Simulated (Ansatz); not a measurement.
The same path of H$_{7}$Si$_{3}$ (10 atoms, charge 1, multiplicity 1) was run twice with different band settings.

All numbers below come from Ansatz, RKS revPBE-D4/6-31G*.

Relaxed end points:

```xyz
10
Properties=species:S:1:pos:R:3
Si -1.214 1.160 -1.328
Si 0.192 -0.557 -0.494
Si 1.109 -0.807 1.680
H -2.428 0.409 -1.778
H -0.427 1.710 -2.476
H -1.463 2.134 -0.229
H 0.522 -1.613 -1.510
H 1.936 -2.046 1.708
H -0.106 -0.851 2.553
H 1.880 0.461 1.874
```

```xyz
10
Properties=species:S:1:pos:R:3
Si -1.208 1.154 -1.326
Si 0.291 -0.498 -0.532
Si 1.054 -0.835 1.687
H -2.450 0.335 -1.526
H -0.630 1.638 -2.616
H -1.352 2.194 -0.267
H 0.777 -1.456 -1.582
H 1.789 -2.130 1.749
H -0.189 -0.775 2.516
H 1.918 0.372 1.896
```

Common settings: movable images 7; climbing image yes; spring 5.0 eV/Å²; optimiser quadratic models (default); start path through a guess of the saddle point; iteration limit 60; end points relaxed.

| run | force threshold |
| --- | --- |
| 1 | 0.03 eV/Å |
| 2 | 0.5 eV/Å |

**Question.** What does each run give, and how far can it be trusted?

**Answer.** Run 1: converged after 25 iterations, highest image 0.000 eV above the first end. The highest image is an end point: on this band no image between the ends rises above it.
Run 2: converged after 7 iterations, highest image 0.056 eV above the first end. The threshold of 0.5 eV/Å is loose, so the images may lie well off the minimum-energy path. The order of the stationary point at the top wasn't checked.
Limits of this set-up: the dipole of an ion depends on the origin.
